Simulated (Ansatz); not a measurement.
Reaction (SMILES): P (PH3) → [PH2] (PH2) + H atom
B3LYP-D3(BJ)/def2-TZVP geometries, fixed; electronic energies without zero-point terms.
Largest species:
```xyz
4

P      0.0029     0.0016     0.1282
H     -0.0038     1.1839    -0.6561
H      1.0120    -0.6137    -0.6568
H     -1.0521    -0.5944    -0.6098
```

Energies in hartree at B3LYP with Ansatz (an electronic-structure program); the bond dissociation energy is their sum with the coefficients shown, times 627.509 kcal/mol a hartree. All functions are spherical. The program fits the integrals of some runs and decomposes those of others, by size. Open shells are unrestricted. No added dispersion term, no relativity.

```csv
species,coefficient,part,cc-pV(D+d)Z,cc-pV(T+d)Z,cc-pV(Q+d)Z
P (PH3),-1,B3LYP,-343.16451,-343.18243,-343.18637
[PH2] (PH2),+1,B3LYP,-342.52735,-342.54286,-342.54655
H atom,+1,B3LYP,-0.50126,-0.50216,-0.50235
```

Question: Predict the bond dissociation energy in cc-pV(5+d)Z (X = 5): let each B3LYP step shrink by the ratio of the last two. Compare with the run.

Answer: 
- P (PH3): steps -0.01792 and -0.00394, ratio 0.220, so B3LYP -343.18724 (run: -343.18959).
- [PH2] (PH2): steps -0.01551 and -0.00369, ratio 0.238, so B3LYP -342.54743 (run: -342.54973).
- H atom: steps -0.00090 and -0.00019, ratio 0.211, so B3LYP -0.50239 (run: -0.50243).
Predicted 86.23 kcal/mol; the run in cc-pV(5+d)Z gives 86.24, a miss of -0.01. Keeping the value in cc-pV(Q+d)Z, 86.26, would miss by 0.03. All sums are of the energies as printed.
